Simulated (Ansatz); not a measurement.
System: antifluorite Mg2Ge. Method: HSE06 in Ansatz (plane waves, PAW).

Run with plane-wave cutoff 520 eV, 8×8×8 k mesh, scalar-relativistic PAW data made under PBE.

Computed at the level's own relaxed cell.

```
CELL_PARAMETERS angstrom
      0.00000     3.19088     3.19088
      3.19088     0.00000     3.19088
      3.19088     3.19088     0.00000
ATOMIC_POSITIONS crystal
  Mg 0.25000 0.25000 0.25000
  Mg 0.75000 0.75000 0.75000
  Ge 0.00000 0.00000 0.00000
```

### Question
Give the elastic tensor (Voigt notation, GPa, ions relaxed, in the Cartesian axes of the cell as printed).

### Answer

```
  119.9    21.8    21.8     0.0     0.0     0.0
   21.8   119.9    21.8     0.0     0.0     0.0
   21.8    21.8   119.9     0.0     0.0     0.0
    0.0     0.0     0.0    46.6     0.0     0.0
    0.0     0.0     0.0     0.0    46.6     0.0
    0.0     0.0     0.0     0.0     0.0    46.6
```

Static lattice: no zero-point or thermal effects.

Ansatz is a first-principles code.
